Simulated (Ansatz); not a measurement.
One change: `BC` becomes `CBO`.

Ansatz, PBE0-D4/def2-TZVP geometries, multiplicity 1. Each molecule was computed in one conformer, which needn't be the lowest.

```
                                          property   `BC`
             LUMO energy (ωB97M-V/def2-TZVPP) / eV   0.70
                HOMO energy (PBE0/def2-TZVPP) / eV  -8.99
               HOMO energy (B3LYP/def2-TZVPP) / eV  -8.82
                 LUMO energy (PBE/def2-TZVPP) / eV  -2.26
                 HOMO energy (PBE/def2-TZVPP) / eV  -7.57
size of the dipole moment (ωB97M-V/def2-TZVPP) / D   0.69
```

Task: Give the same properties after the change, and the shifts. (An estimate is asked.)

Result: Computed: 
| property | `CBO` | shift |
| --- | --- | --- |
| LUMO energy (ωB97M-V/def2-TZVPP) / eV | 2.10 | 1.40 |
| HOMO energy (PBE0/def2-TZVPP) / eV | -8.57 | 0.42 |
| HOMO energy (B3LYP/def2-TZVPP) / eV | -8.38 | 0.44 |
| LUMO energy (PBE/def2-TZVPP) / eV | -0.81 | 1.45 |
| HOMO energy (PBE/def2-TZVPP) / eV | -7.09 | 0.48 |
| size of the dipole moment (ωB97M-V/def2-TZVPP) / D | 1.05 | 0.36 |

With PBE0 the HOMO rises by 0.42 eV and the LUMO rises by 1.43 eV, so the gap widens by about 1.01 eV. PBE moves the HOMO by 0.48 eV and ωB97M-V by 0.41 eV. The zero-point energy changes by 22.3 kJ/mol with +3 modes. Dipoles are sizes alone; their direction can turn.

B3LYP here is the variant with VWN-RPA as its local correlation; programs differ in this.
